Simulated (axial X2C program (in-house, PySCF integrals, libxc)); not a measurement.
## Spin–orbit effects along a row: molecules with Al (ions), PBE0

All values come from calculations with an in-house all-electron X2C program for linear molecules (integrals from PySCF), spin-free (one-electron X2C) or two-component (2c: spin–orbit coupling with atomic mean-field Coulomb and Gaunt terms, which also bring small scalar terms), in Dyall basis sets with cores contracted in-house; open shells are unrestricted.

Basis sets: Al dyall-v3z, B dyall-v3z, C dyall-v3z, F dyall-av3z, Li dyall-cv3z, O dyall-av3z.

| molecule | spin-free state | Re (Å) | ωe (cm⁻¹) | De (eV) | 2c state | Re 2c (Å) | ωe 2c (cm⁻¹) | De 2c (eV) |
| --- | --- | --- | --- | --- | --- | --- | --- | --- |
| LiAl⁺ | M_S = 1/2, Λ = 0 | 3.033 | 228.5 | 1.28 | Ω = 1/2 | 3.034 | 228.5 | 1.28 |
| AlB⁺ | M_S = 1/2, Λ = 0 | 2.748 | 239.9 | 0.96 | Ω = 1/2 | 2.749 | 239.9 | 0.96 |
| AlC⁺ | M_S = 1, Λ = 0 | 1.939 | 615.2 | 0.94 | Ω = 1 | 1.939 | 615.0 | 0.94 |
| AlO⁺ | M_S = 1, Λ = 1 | 1.741 | 758.8 | 1.19 | Ω = 2 | 1.741 | 758.8 | 1.20 |
| AlF⁺ | M_S = 1/2, Λ = 0 | 1.610 | 927.3 | 3.21 | Ω = 1/2 | 1.610 | 927.4 | 3.21 |

Work out the shifts from the spin-free to the two-component result.



```tsv
molecule	2c state	ΔRe (Å)	Δωe (cm⁻¹)	ΔDe (eV)
LiAl⁺	Ω = 1/2	0.001	0.0	0.00
AlB⁺	Ω = 1/2	0.001	0.0	0.00
AlC⁺	Ω = 1	0.000	-0.2	0.00
AlO⁺	Ω = 2	0.000	0.0	0.01
AlF⁺	Ω = 1/2	0.000	0.1	0.00
```

Shifts of one unit in the last digit are rounding.

Fragments in 2c: Al + Li+, Al+ + B, Al+ + C, Al+ + O, Al+ + F. Each entry is the lowest single determinant of a limited PBE0 search at one distance. De goes to single-determinant-based atoms at the same level (for ions the charge split of lowest energy) and is withheld (n/a) where an atom does not fit its ground term or J level. Main or longest-lived isotopes. One determinant is a doubtful description, or other states lie close, for AlC⁺, AlO⁺; these need not be ground states, and all values refer to the states named. Some open-shell Ω = 0 determinants are out of reach, so the Ω given for AlC⁺, AlO⁺ need not be the lowest component. With several unpaired electrons the Ω given is that of one determinant, not necessarily of the lowest component. Some light 2c atoms are not at their ground J level, so De misses part of their lowering (0.04 eV or less). The functionals have no current term, which raises determinants with orbital currents.
